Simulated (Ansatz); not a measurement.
A nudged elastic band was laid between two geometries of C$_{2}$H$_{3}$O (6 atoms, charge 0, multiplicity 2).

Computed with Ansatz, UKS B3LYP-D4/def2-mTZVP.

```yaml
movable_images: 5
climbing_image: yes
spring: 5.0 eV/Å²
optimiser: quadratic models (default)
start_path: through a guess of the saddle point
force_threshold: 0.05 eV/Å
iteration_limit: 60
end_points: relaxed
```

Initial state:

```xyz
6
Properties=species:S:1:pos:R:3
C -0.536 0.057 -0.481
C 0.530 -0.053 0.449
O 0.990 -1.138 0.825
H -0.979 -0.841 -0.891
H -0.915 1.023 -0.789
H 0.951 0.890 0.841
```

Final state:

```xyz
6
Properties=species:S:1:pos:R:3
C -0.536 0.057 -0.481
C 0.530 -0.053 0.449
O 0.990 -1.138 0.825
H -0.915 1.022 -0.789
H -0.979 -0.841 -0.891
H 0.951 0.889 0.841
```

Problem. Which bonds break or form, and what moves?

Solution. No bond is made or broken. The dihedral H4–C1–C2–O3 goes from 0 to -180°. The two ends are copies of one structure, up to a mirror image or an exchange of like atoms.

Problem. Give the energies along the band, and the barrier.

Solution. It converged. The highest image is number 3 of 0 to 6, 55.6 kJ/mol above the ends, which have the same energy within 2 meV. A vibrational analysis at the climbing image gives one clearly imaginary mode, 476i cm⁻¹: a first-order saddle point.

| image | path coordinate (Å) | energy (kJ/mol) | dihedral H4–C1–C2–O3 (°) |
| --- | --- | --- | --- |
| 0 | 0.00 | 0.0 | 0 |
| 1 | 0.51 | 14.2 | 28 |
| 2 | 1.01 | 41.8 | 57 |
| 3 | 1.52 | 55.6 | 89 |
| 4 | 2.02 | 41.8 | 118 |
| 5 | 2.53 | 14.2 | 148 |
| 6 | 3.03 | 0.0 | -180 |

Problem. What is the geometry of the highest image?

Solution. 
```xyz
6
Properties=species:S:1:pos:R:3
C -0.553 0.068 -0.501
C 0.543 -0.074 0.480
O 1.436 -0.886 0.383
H -1.460 -0.513 -0.399
H -0.443 0.721 -1.358
H 0.520 0.620 1.348
```

Problem. What are the harmonic wavenumbers there?

Solution. 476i, 287, 587, 698, 1007, 1124, 1409, 1433, 1763, 2858, 3142, 3246 cm⁻¹.

The band took 9 iterations and about 100 core-seconds.

Time of the run: 100 s on 1 thread of Arm Neoverse V2 (shared host), peak memory 0.14 GiB.
